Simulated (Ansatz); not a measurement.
**Nudged elastic band run: AlClFH2**

The input (input.yaml):

```yaml
crystal:
  periodic: [false, false, false]
  atoms:
    - { symbol: Al, position_ang: [-0.059413, 0.107616, 0.991055] }
    - { symbol: F, position_ang: [-0.791313, 1.561202, 1.304241] }
    - { symbol: H, position_ang: [0.986848, 0.123674, -0.33207] }
    - { symbol: H, position_ang: [-0.603443, -0.653789, -0.41354] }
    - { symbol: Cl, position_ang: [0.467322, -1.138702, 2.570313] }
magnetization:
  spin_polarized: true
  initial_magnetization: 1
basis:
  gaussian: { orbitals: def2-SVP }
hamiltonian:
  xc: lda
neb:
  order_check: false
  images: 3
  f_tol: 0.05
  max_iterations: 60
  climbing: true
  final_atoms:
    - { symbol: Al, position_ang: [-0.02818838, 0.14902759, -0.03877639] }
    - { symbol: F, position_ang: [0.02579131, -0.13633694, 1.61327295] }
    - { symbol: H, position_ang: [1.23905145, 0.89464756, -0.64091918] }
    - { symbol: H, position_ang: [-1.33913504, -0.36552607, -0.77435366] }
    - { symbol: Cl, position_ang: [0.10248166, -0.54181114, 3.96077528] }
  initial_path:
    images:
      - { positions_ang: [[-0.059413, 0.107616, 0.991055], [-0.791313, 1.561202, 1.304241], [0.986848, 0.123674, -0.33207], [-0.603443, -0.653789, -0.41354], [0.467322, -1.138702, 2.570313]] }
      - { positions_ang: [[-0.02595995, 0.08969937, 0.49711081], [-0.40073048, 0.73199108, 1.61997588], [1.10693229, 0.42803772, -0.52150435], [-0.9006439, -0.55336298, -0.62513633], [0.22040303, -0.69636419, 3.14955299]] }
      - { positions_ang: [[0.0074931, 0.07178274, 0.00316661], [-0.01014795, -0.09721985, 1.93571077], [1.22701659, 0.73240144, -0.7109387], [-1.1978448, -0.45293697, -0.83673265], [-0.02651594, -0.25402637, 3.72879298]] }
      - { positions_ang: [[-0.01034764, 0.11040517, -0.01780489], [0.00782168, -0.11677839, 1.77449186], [1.23303402, 0.8135245, -0.67592894], [-1.26848992, -0.40923152, -0.80554316], [0.03798286, -0.39791876, 3.84478413]] }
      - { positions_ang: [[-0.02818838, 0.14902759, -0.03877639], [0.02579131, -0.13633694, 1.61327295], [1.23905145, 0.89464756, -0.64091918], [-1.33913504, -0.36552607, -0.77435366], [0.10248166, -0.54181114, 3.96077528]] }
```

Run as:

```bash
$ ansatz run input.yaml --threads 1 --pin off --max-ram 2048MiB --backend cpu --events-out ev --progress --plain --runs-dir out
```

Output, in part (warnings, iteration lines, the closing report on the highest movable image, with atoms numbered from 0):

```
NEB end point (image 0): max|allowed force component| = 1.518e-2 eV/Å (the criterion of neb.relax_end_points is 1.000e-2)
NEB end point (image 4): max|allowed force component| = 4.253e-3 eV/Å (the criterion of neb.relax_end_points is 1.000e-2)
NEB iter   1: max|band force component| = 1.868e1 eV/Å  barrier→ = 5.5223 eV  barrier← = 3.2982 eV  Δτ_max = 0.2000 Å  (408 SCF iters)
NEB iter   2: max|band force component| = 8.736e0 eV/Å  barrier→ = 3.4818 eV  barrier← = 1.2577 eV  Δτ_max = 0.1988 Å  (138 SCF iters)
NEB iter   3: max|band force component| = 4.818e0 eV/Å  barrier→ = 3.1672 eV  barrier← = 0.9431 eV  Δτ_max = 0.2000 Å  (168 SCF iters)
NEB iter   4: max|band force component| = 4.616e0 eV/Å  barrier→ = 3.2051 eV  barrier← = 0.9810 eV  Δτ_max = 0.1916 Å  (144 SCF iters)
NEB iter   5: max|band force component| = 3.469e0 eV/Å  barrier→ = 2.9234 eV  barrier← = 0.6993 eV  Δτ_max = 0.1859 Å  (138 SCF iters)
NEB iter   6: max|band force component| = 2.402e0 eV/Å  barrier→ = 2.4111 eV  barrier← = 0.1870 eV  Δτ_max = 0.1965 Å  (140 SCF iters)
NEB iter   7: max|band force component| = 1.657e0 eV/Å  barrier→ = 2.2241 eV  barrier← = 0.0000 eV  Δτ_max = 0.0571 Å  (136 SCF iters)
NEB iter   8: max|band force component| = 9.194e-1 eV/Å  barrier→ = 2.2241 eV  barrier← = 0.0000 eV  Δτ_max = 0.0583 Å  (97 SCF iters)
NEB iter   9: max|band force component| = 1.562e-1 eV/Å  barrier→ = 2.1628 eV  barrier← = -0.0612 eV  CI = image 3  Δτ_max = 0.2000 Å  (110 SCF iters)
NEB iter  10: max|band force component| = 4.732e-1 eV/Å  barrier→ = 2.1978 eV  barrier← = -0.0262 eV  CI = image 3  Δτ_max = 0.1018 Å  (113 SCF iters)
NEB iter  11: max|band force component| = 2.834e-1 eV/Å  barrier→ = 2.2090 eV  barrier← = -0.0150 eV  CI = image 3  Δτ_max = 0.1012 Å  (98 SCF iters)
NEB iter  12: max|band force component| = 3.463e-2 eV/Å  barrier→ = 2.2167 eV  barrier← = -0.0074 eV  CI = image 3  Δτ_max = 0.0000 Å  (404 SCF iters)
Total energy: -21772.82502936 eV, -800.1365616782 hartree
Atom 0 at    -0.021297     0.127369    -0.029315 Å, force     0.008556    -0.006817    -0.007038 eV/Å
Atom 1 at    -0.105947     0.104218     1.646644 Å, force    -0.027506     0.035417     0.001838 eV/Å
Atom 2 at     1.292338     0.775249    -0.640726 Å, force     0.027300     0.004698     0.007207 eV/Å
Atom 3 at    -1.275377    -0.478008    -0.791993 Å, force    -0.018407    -0.017374     0.012935 eV/Å
Atom 4 at     0.110284    -0.528827     3.935389 Å, force     0.010058    -0.015924    -0.014943 eV/Å
Dipole moment:     0.000825     0.055832    -0.572037 e Å
```

The run converged. The highest image is an end point: on this band no image between the ends rises above it. So few images can step over the top or miss a turn of the path.

Final band (atoms are numbered from 1 in the order of the input):

| image | path coordinate (Å) | energy (eV) | Al1–Cl5 (Å) |
| --- | --- | --- | --- |
| 0 | 0.00 | 0.00 | 2.08 |
| 1 | 1.00 | 1.22 | 2.36 |
| 2 | 1.99 | 2.05 | 3.37 |
| 3 | 2.99 | 2.22 | 4.02 |
| 4 | 3.28 | 2.22 | 4.06 |

Time of the run: 62 s on 1 thread of Arm Neoverse V1, on a shared host, peak memory 0.12 GiB.
